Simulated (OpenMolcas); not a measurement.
How basis sets differ on SiH2 (SMILES [SiH2])

The species is SiH2 (3 atoms), meant as a singlet with charge 0. As SMILES, `[SiH2]`. The shape is that of a PBE0-D4/def2-TZVP optimisation.

```xyz
3

Si   -0.4912    0.4686   -0.2136
H     0.8403    0.5786    0.5225
H    -0.3491   -1.0472   -0.3089
```

Each level gives the vertical ionisation energy (to the doublet cation) (eV). The values are calculated.

| level | kind | program | value (eV) | CPU time (all runs) |
| --- | --- | --- | --- | --- |
| HF/STO-3G | Hartree–Fock | OpenMolcas | 5.93 | 5.7 s |
| HF/3-21G | Hartree–Fock | OpenMolcas | 8.48 | 5.7 s |
| HF/pcseg-0 | Hartree–Fock | OpenMolcas | 8.59 | 2.7 s |
| HF/pcseg-0, open shells restricted | Hartree–Fock | OpenMolcas | 8.62 | 3 s |
| HF/6-31G* (spherical functions) | Hartree–Fock | OpenMolcas | 8.44 | 3.8 s |
| HF/6-31G* (spherical functions), open shells restricted | Hartree–Fock | OpenMolcas | 8.48 | 5 s |
| HF/aug-cc-pVTZ | Hartree–Fock | OpenMolcas | 8.41 | 26 s |

The values span 5.93 to 8.62 eV. Without the sets that lack polarisation functions the rows with a basis span only 8.41 to 8.48 eV. Times are those of the runs behind each value, whatever else they computed, on shared processors of several kinds: orders of magnitude only.
